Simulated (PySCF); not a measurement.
# ClH5OSi: the cost of one run

Programs: PySCF 2.14.0. All values are calculated, for the isolated system unless a continuum is named. Atoms count from 0, parts from 1.

## 1. The system as given

8 atoms, charge 0, multiplicity 1; geometry: GFN2-xTB. Parts: 1 = atoms 0–4, `[SiH3]Cl`, charge 0; 2 = atoms 5–7, `O`, charge 0.

## 2. Relaxing the molecule at PBE0-D3(BJ)/def2-SVPD

Job settings and geometry (Å):

```
{"job": {"xc": "PBE0", "basis": "def2-SVPD", "d3": "d3bj", "grid": 2, "kind": "geom"}, "charge": 0, "multiplicity": 1, "parts": [{"atoms": "0-4", "charge": 0, "multiplicity": 1}, {"atoms": "5-7", "charge": 0, "multiplicity": 1}]}
Si    -0.033988     0.232885     0.169697
Cl     1.231530    -0.374182    -1.302137
H     -0.566776     1.508299    -0.305642
H      0.798907     0.381840     1.353415
H     -1.046771    -0.805594     0.264511
O     -1.716772     1.004799     2.158967
H     -2.583594     1.212545     1.804286
H     -1.383411     1.793515     2.591750
```

The run is started by

```console
$ OMP_NUM_THREADS=1 python cluster_run.py task.json out
```

This one command runs all jobs of the session in turn.

**Question.** How long does this first job take on 1 thread of Arm Neoverse V2, shared host, and how much memory does it need?

About 15 s, with a peak of 0.52 GiB.
